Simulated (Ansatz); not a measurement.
# CH5Si2: the cost of one run

Program: Ansatz 0.2.0. Level of theory: RKS PBE0/def2-SVP. These are calculated values, not measurements.

## Step 1: The system as given

Bond lengths: Si1–C2 1.734 Å, C2–Si3 1.987 Å, Si1–H4 1.449 Å, C2–H5 1.089 Å, Si3–H6 1.461 Å, Si3–H7 1.458 Å, Si3–H8 1.460 Å. Angles: Si1–C2–Si3 130.7°, Si1–C2–H5 115.5°, Si3–C2–H5 113.8°, C2–Si1–H4 177.7°, C2–Si3–H6 104.8°, C2–Si3–H7 104.2°, C2–Si3–H8 105.4°, H6–Si3–H7 114.4°, H6–Si3–H8 112.7°, H7–Si3–H8 114.0°.

As a file:

```xyz
8

Si   -1.3585    0.6844   -1.3815
C     0.1810    0.3107   -0.6777
Si    0.6394   -0.5101    1.0728
H    -2.6710    0.9807   -1.9189
H     1.0469    0.5286   -1.3009
H    -0.0872    0.2844    2.0597
H     2.0899   -0.3915    1.1532
H     0.1595   -1.8871    0.9932
```

## Step 2: End point A

File input.yaml:

```yaml
crystal:
  periodic: [false, false, false]
  atoms:
    - { symbol: Si, position_ang: [-1.35854, 0.68443, -1.38145] }
    - { symbol: C, position_ang: [0.18103, 0.31068, -0.67767] }
    - { symbol: Si, position_ang: [0.6394, -0.51006, 1.07278] }
    - { symbol: H, position_ang: [-2.67104, 0.98065, -1.91887] }
    - { symbol: H, position_ang: [1.04692, 0.52861, -1.30088] }
    - { symbol: H, position_ang: [-0.08724, 0.28437, 2.0597] }
    - { symbol: H, position_ang: [2.08995, -0.39153, 1.15321] }
    - { symbol: H, position_ang: [0.15952, -1.88714, 0.99318] }
total_charge: 1
basis:
  gaussian: { orbitals: def2-SVP }
hamiltonian:
  xc: pbe0
relax:
  f_tol: 0.015
  max_steps: 40
output:
  orbitals: {}
```

On the command line:

```bash
ansatz run input.yaml --threads 1 --pin off --max-ram 2048MiB --backend cpu --events-out ev --progress --plain --runs-dir out
```

What time and memory should one allow on 1 thread of Arm Neoverse V1, shared host?

About 55 s, with a peak of 0.15 GiB.
